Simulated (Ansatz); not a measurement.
Process, species as SMILES: [C](=C(F)F)F → 2 C atom + 3 F atom
B3LYP-D3(BJ)/def2-TZVP geometries, fixed; electronic energies without zero-point terms.
Largest species:
```
C
C 1 1.3115
F 2 1.3045 1 129.75
F 1 1.3195 2 123.31 3 180.00
F 1 1.3269 2 124.94 3 0.00
```
Charge 0, spin multiplicity 2.

Basis-set convergence of the atomisation energy at B3LYP with Ansatz (an electronic-structure program). All functions are spherical. The program fits the integrals of some runs and decomposes those of others, by size. Open shells are unrestricted. No added dispersion term, no relativity. Functions are those of the species that has most. Reference: the value in aug-cc-pVQZ, 459.38 kcal/mol, itself unsure by roughly 0.49 kcal/mol (its mean distance from def2-QZVPPD, pcseg-3, def2-QZVPP). Deviations are taken from unrounded values.

```csv
basis,functions,atomisation energy (kcal/mol)
cc-pVDZ,70,454.44
aug-cc-pVDZ,115,448.83
def2-SVP,70,473.15
def2-SVPD,109,466.75
pcseg-1,70,450.66
aug-pcseg-1,115,454.25
6-311G**,90,453.62
6-311+G**,110,448.20
cc-pVTZ,150,459.94
aug-cc-pVTZ,230,457.97
pcseg-2,150,458.78
aug-pcseg-2,230,459.67
def2-TZVPP,155,458.50
def2-TZVPPD,194,458.14
cc-pVQZ,275,460.10
aug-cc-pVQZ,400,459.38
def2-QZVPP,285,458.74
def2-QZVPPD,324,458.63
```

What the diffuse functions change, pair by pair:
- cc-pVDZ to aug-cc-pVDZ: 45 more functions, deviation -4.94 to -10.54 kcal/mol
- def2-SVP to def2-SVPD: 39 more functions, deviation 13.78 to 7.37 kcal/mol
- pcseg-1 to aug-pcseg-1: 45 more functions, deviation -8.71 to -5.13 kcal/mol
- 6-311G** to 6-311+G**: 20 more functions, deviation -5.76 to -11.18 kcal/mol
- cc-pVTZ to aug-cc-pVTZ: 80 more functions, deviation 0.56 to -1.40 kcal/mol
- pcseg-2 to aug-pcseg-2: 80 more functions, deviation -0.60 to 0.30 kcal/mol
- def2-TZVPP to def2-TZVPPD: 39 more functions, deviation -0.88 to -1.24 kcal/mol
- cc-pVQZ to aug-cc-pVQZ: 125 more functions, deviation 0.73 to 0.00 kcal/mol
- def2-QZVPP to def2-QZVPPD: 39 more functions, deviation -0.64 to -0.74 kcal/mol

Leaving out the reference's own pair, they bring the value nearer the reference by more than 0.49 kcal/mol in 2 of 8 pairs.
